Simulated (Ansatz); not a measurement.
# Energy profile

The step: CH₄O ([CH3][OH]) + SiH₃ → CH₃O ([CH2][OH]) + SiH₄; bonds formed: H1–Si4; bonds broken: H1–C2 (atoms numbered as in the saddle structure below).

H1  (-0.032, 0.095, 0.296)
C2  (0.115, 1.404, -0.489)
O3  (0.650, 1.098, -1.708)
Si4  (-0.129, -1.411, 0.978)
H5  (-0.907, 1.786, -0.485)
H6  (0.822, 1.953, 0.126)
H7  (-0.029, 0.718, -2.272)
H8  (-0.875, -1.354, 2.266)
H9  (-0.849, -2.333, 0.055)
H10  (1.233, -1.956, 1.234)
(Å)

Electronic energies by CCSD(T) at an estimated basis limit (MP2 extrapolated from triple and quadruple zeta, plus CCSD(T) − MP2 in triple zeta), on PBE0-D4/def2-TZVP structures; CH$_{7}$OSi, doublet; no counterpoise correction; spin–orbit coupling, which lowers free halogen atoms and radicals such as OH and SH, is left out. Program: Ansatz 0.2.0. Basis: def2-TZVPP and def2-QZVPP. Cores are frozen in the correlated methods; orbitals are unrestricted. Extrapolation: Hartree–Fock as exp(−7.88 √X), correlation as X^−2.97.

Q: Give the profile in kcal/mol, counted from the separated reactants. (Judge from chemistry; the value comes from the calculation.)

A: Computed:
```json
{"point": "separated: CH$_{4}$O (linked as [CH3][OH]; H1, C2, O3, H5, H6, H7; singlet) + SiH$_{3}$ (Si4, H8, H9, H10; doublet)", "kcal/mol": "0.00"}
{"point": "start structure", "kcal/mol": "-2.03"}
{"point": "saddle", "kcal/mol": "18.55"}
{"point": "end structure", "kcal/mol": "5.08"}
{"point": "separated: SiH$_{4}$ (H1, Si4, H8, H9, H10; singlet) + CH$_{3}$O (linked as [CH2][OH]; C2, O3, H5, H6, H7; doublet)", "kcal/mol": "6.78"}
```

T1 diagnostic: at most 0.017. ⟨S²⟩ of the unrestricted Hartree–Fock references: 0.75 to 0.78 (a pure state has 0.75).

Radical steps of this kind take place in plasma deposition and etching.

For scale, one of the runs: CCSD(T)/def2-TZVPP, 202 basis functions, launched by `ansatz run in.yaml --threads 4 --pin off --events-out ev --progress --plain --max-ram 9574MiB`. Hardware: 4 CPU threads of an Arm Neoverse V2, shared host. Wall time 2.3 min; peak host memory 6.5 GiB.
